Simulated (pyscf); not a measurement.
`[CH2][C](=[CH2])[OH]` [doublet] → `[CH2][C]([CH3])=[O]` [doublet], a hydrogen shift (doublet surface; H–O broken, C–H formed). Single points on ωB97X-D3(BJ)/def2-SVP structures (PySCF, gas phase). MP2 and CC: frozen core, UHF for open shells. ΔMP2 is the change of the MP2 total energy from the triple- to the quadruple-zeta basis. Energies in eV from the reactant's lowest minimum found.

GFN2-xTB: tblite. Open shells are spin-unrestricted. 

In single points GFN2-xTB puts the saddle at 1.89 eV and the reaction energy at -0.12 eV. Should these be trusted to within a few kcal/mol? Compare with CCSD(T)/def2-TZVPP + ΔMP2(QZVPP).

CCSD(T)/def2-TZVPP + ΔMP2(QZVPP) gives ΔE‡ = 2.15 eV and ΔE = -0.24 eV. GFN2-xTB lies 0.26 eV under it in the barrier and 0.12 eV over it in the reaction energy, so on this step it does not hold to within 0.13 eV. CCSD(T)/def2-TZVPP + ΔMP2(QZVPP) has limits of its own. From the product side, H₂C=C=O + CH₃• lies, by one bond made or cut, 0.93 eV under this saddle at ωB97M-D3(BJ)/def2-TZVP. •H₂C–C(=CH₂)–OH lies 0.36 eV over its isomer H₃C–CH₂–C•=O (electronic energy, ωB97M-D3(BJ)/def2-TZVP). One saddle was located; it need not be the lowest between these sides. The CCSD(T) − MP2 part came from Ansatz, without density fitting, on the same reference. A UHF reference is spin-contaminated (<S²> up to 0.95), which harms MP2 most.
